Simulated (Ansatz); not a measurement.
in.yaml

```yaml
crystal:
  periodic: [false, false, false]
  atoms:
    - {symbol: O, position_ang: [0.000000, -0.077421, 0.018224]}
    - {symbol: H, position_ang: [0.000000, 0.728983, -1.128648]}
    - {symbol: H, position_ang: [0.000000, 0.499950, 0.839364]}
basis:
  gaussian: {orbitals: cc-pVDZ}
total_charge: 1
magnetization: {spin_polarized: false, initial_magnetization: 2}
hamiltonian: {pseudopotentials: {relativity: scalar}}
correlation: {method: fic_nevpt4_sd, electrons: valence, active_space: {window: {electrons: 1, orbitals: 6}}}
```

```sh
$ ansatz run in.yaml --threads 1 --pin off --events-out ev --progress --plain --max-ram 2393MiB
```

(1) How does this run end?

## Answers

(1) Refused. The input was made wrong on purpose (multiplicity of wrong parity), so the run isn't a sound calculation of what was asked.
```
Error: a molecule whose nuclei and cores have a total charge of 10 cannot have a net charge of 1 together with 2 unpaired electrons
```
